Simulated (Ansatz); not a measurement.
in.yaml

```yaml
crystal:
  periodic: [false, false, false]
  atoms:
    - {symbol: N, position_ang: [0.000000, 0.000000, 0.000000]}
    - {symbol: H, position_ang: [0.590343, 0.592302, 0.590214]}
    - {symbol: H, position_ang: [-0.592921, -0.588246, 0.591684]}
    - {symbol: H, position_ang: [-0.588983, 0.589598, -0.594267]}
    - {symbol: H, position_ang: [0.591561, -0.593654, -0.587631]}
basis:
  gaussian: {orbitals: cc-pVTZ}
total_charge: 1
magnetization: {spin_polarized: false}
correlation: {method: ccsdt_q, electrons: outside_noble_gas}
```

```sh
$ ansatz run in.yaml --threads 1 --pin off --events-out ev --progress --plain --max-ram 2393MiB
```

(1) Roughly how long does this take on 1 thread of AMD EPYC 9B14, shared host, and how much host memory?

```
1120 factors; integrals over basis functions are off by at most 1.3e-7 eV
mean field evaluation 1: about -1534.8652 eV, gradient 5.0e1 eV
mean field evaluation 2: about -1534.8649 eV, gradient 5.0e1 eV
mean field evaluation 4: about -1539.1733 eV, gradient 1.8e0 eV
mean field evaluation 8: about -1539.1874 eV, gradient 2.7e-4 eV
mean field evaluation 16: about -1539.1871 eV, gradient 2.8e-1 eV
mean field -1539.18736122 eV, -56.5640922260 hartree, gradient 3.2e-6 eV, S^2 0.000000; 0 other end points of the search recorded, 0 dependent functions left out
1 core orbitals not correlated: weight in the atoms' cores, before any rotation towards them, 1.000 or more for the frozen orbitals, at most 0.000 for the correlated occupied ones
reference -1539.18736122 eV, -56.5640922260 hartree; 4, 4 occupied and 81, 81 virtual orbitals, 1120 factors
second order -6.24185849 eV of doubles, -0.00000000 eV of singles
cycle   1  -6.50610537 eV  change   -2.6e-1 eV  update   4.6e-2
cycle   2  -6.77453653 eV  change   -2.7e-1 eV  update   1.8e-2
cycle   3  -6.85239382 eV  change   -7.8e-2 eV  update   5.9e-3
cycle   4  -6.84039770 eV  change    1.2e-2 eV  update   1.2e-3
cycle   5  -6.84165861 eV  change   -1.3e-3 eV  update   3.8e-4
cycle   6  -6.84220651 eV  change   -5.5e-4 eV  update   8.8e-5
cycle   7  -6.84215369 eV  change    5.3e-5 eV  update   1.9e-5
cycle   8  -6.84216312 eV  change   -9.4e-6 eV  update   5.4e-6
cycle   9  -6.84217034 eV  change   -7.2e-6 eV  update   1.3e-6
cycle  10  -6.84216806 eV  change    2.3e-6 eV  update   3.2e-7
cycle  11  -6.84216842 eV  change   -3.6e-7 eV  update   8.8e-8
perturbative correction -0.00578806 eV, -0.0002127073 hartree
Total energy: -1546.03531770 eV, -56.8157499851 hartree
```

## Answers

(1) 37 s wall and 0.78 GiB.
